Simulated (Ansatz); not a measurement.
This geometry of CH₃BS (6 atoms, charge 0, multiplicity 1) is a first-order saddle point.

Theory: Ansatz, RKS PBE0-D4/def2-SVPD.

```xyz
6
Properties=species:S:1:pos:R:3
B -0.630 -0.356 -0.407
C 0.508 0.280 0.468
S 1.884 0.853 -0.186
H -1.634 -0.771 0.117
H -0.481 -0.422 -1.598
H 0.395 0.352 1.561
```

(1) Which two structures does it join? (They come from a converged band through this point; their orientation in space is the band's.)

(2) How far does it lie above each of them?

## Answers

(1) No bond is made or broken. The dihedral H5–B1–C2–S3 goes from -94 to 94°. The two ends are copies of one structure, up to a mirror image or an exchange of like atoms.

Image 0:

```xyz
6
Properties=species:S:1:pos:R:3
B -0.521 -0.246 -0.442
C 0.384 0.443 0.581
S 1.585 -0.542 0.087
H -1.208 -1.173 -0.088
H -0.646 0.240 -1.539
H 0.448 1.214 1.356
```

Image 6:

```xyz
6
Properties=species:S:1:pos:R:3
B -0.522 -0.250 -0.438
C 0.384 0.444 0.580
S 1.593 -0.522 0.066
H -0.667 0.243 -1.530
H -1.193 -1.189 -0.085
H 0.446 1.210 1.361
```

(2) 8.4 kcal/mol above the first and 8.4 kcal/mol above the second. This is the barrier of this one path; another mechanism may lie lower.

Run time: 100 s on 1 CPU thread of a shared host.
